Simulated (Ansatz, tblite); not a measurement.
# SeH2 (H₂Se): removing an electron

The task here is to estimate one member of a computed series from the others.

Method: as each input shows; program: Ansatz 0.2.0, Gaussian basis.

Plan: charge +1 doublet, at the geometry of the singlet (PBE0-D4/def2-TZVP, PBE-D4/def2-TZVP, r2SCAN-D4/def2-TZVP, ωB97M-V/def2-TZVP, revPBE-D4/def2-TZVP, HF/def2-TZVP, PBE-QIDH/def2-TZVP, B97M-V/def2-TZVP, CCSD(T)/def2-TZVPP); the starting singlet's energies come from earlier runs.

## The geometry

The geometry is that of the singlet, from an earlier relaxation (PBE-D4/def2-TZVP).

3 atoms, charge 0, spin multiplicity 1.

Atoms are counted from 1 here; the program's logs count them from 0.

Bond lengths: Se1–H2 1.479 Å, Se1–H3 1.480 Å. Angles: H2–Se1–H3 90.4°.

The first run:

The input, in.yaml:

```yaml
crystal:
  periodic: [false, false, false]
  atoms:
    - {symbol: Se, position_ang: [0.005058, -0.008076, -0.694705]}
    - {symbol: H, position_ang: [1.047370, -0.017263, 0.355216]}
    - {symbol: H, position_ang: [-1.052427, 0.025339, 0.339489]}
basis:
  gaussian: {orbitals: def2-TZVP}
total_charge: 1
magnetization: {spin_polarized: true, initial_magnetization: 1}
hamiltonian: {xc: pbe0, dispersion: d4}
output: {orbitals: {seedname: orbitals}}
```

The run is started by

```
ansatz run in.yaml --threads 2 --pin off --events-out ev --progress --plain --max-ram 4352MiB
```

Among the steps run: Charge +1 doublet at the fixed geometry, PBE0-D4/def2-TZVP; Charge +1 doublet at the fixed geometry, PBE-D4/def2-TZVP; Charge +1 doublet at the fixed geometry, r2SCAN-D4/def2-TZVP; Charge +1 doublet at the fixed geometry, ωB97M-V/def2-TZVP; Charge +1 doublet at the fixed geometry, revPBE-D4/def2-TZVP; Charge +1 doublet at the fixed geometry, HF/def2-TZVP; Charge +1 doublet at the fixed geometry, PBE-QIDH/def2-TZVP; Charge +1 doublet at the fixed geometry, B97M-V/def2-TZVP; Charge +1 doublet at the fixed geometry, CCSD(T)/def2-TZVPP.

One table of the session follows, with a row left open; its other results are not shown here.

It belongs to the step «Vertical ionisation energy». Beside −ε(HOMO) of the starting state:

```
              level  −ε(HOMO) (eV)  by difference (eV)  mismatch (eV)
   PBE-D4/def2-TZVP           5.91                9.77          -3.86
revPBE-D4/def2-TZVP           5.87                9.72          -3.85
r2SCAN-D4/def2-TZVP           6.19                9.78          -3.59
   B97M-V/def2-TZVP              ?                   ?              ?
  PBE0-D4/def2-TZVP           7.10                9.77          -2.67
  ωB97M-V/def2-TZVP           9.31                9.77          -0.46
```

Q: Estimate the row for B97M-V/def2-TZVP from the others.

**Answer.** −ε(HOMO) (eV): 6.25; by difference (eV): 9.77; mismatch (eV): -3.52. In the column «−ε(HOMO) (eV)» it lies between r2SCAN-D4/def2-TZVP (6.19) and PBE0-D4/def2-TZVP (7.10).
